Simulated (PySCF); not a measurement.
ethane (C₂H₆), SMILES CC.

Coordinates come from a ωB97X-D3(BJ)/def2-TZVP optimisation.

Two levels are set side by side: TDDFT-PBE/def2-TZVPD (PySCF) and TDDFT-M06-2X/def2-TZVPD (PySCF). Vertical, same geometry. The lowest singlet is HOMO→LUMO 100 % with PBE and HOMO→LUMO 97 % with the other functional; states are paired by order. Differences are taken from unrounded values.

```
quantity                               TDDFT-PBE
-------------------------------------  ---------
lowest singlet excitation (eV)              8.10
lowest triplet excitation (TDA) (eV)        7.90
first bright state (f over 0.05) (eV)       8.83
its oscillator strength                     0.06
```

### Question
These are the TDDFT-PBE values. What does TDDFT-M06-2X give? (Estimate from the structure and the level; the computed values follow.)

### Answer

```csv
quantity,TDDFT-M06-2X,TDDFT-PBE minus TDDFT-M06-2X
lowest singlet excitation (eV),8.91,-0.81
lowest triplet excitation (TDA) (eV),8.79,-0.89
first bright state (f over 0.05) (eV),9.73,-0.90
its oscillator strength,0.09,-0.03
```

A lower first singlet is the usual sign of a functional without exact exchange. Differences between two approximate levels are no errors against the true value.

Rough cost on one machine, each run with all the roots and properties that it gave: TDDFT-M06-2X against TDDFT-PBE about 20 times.
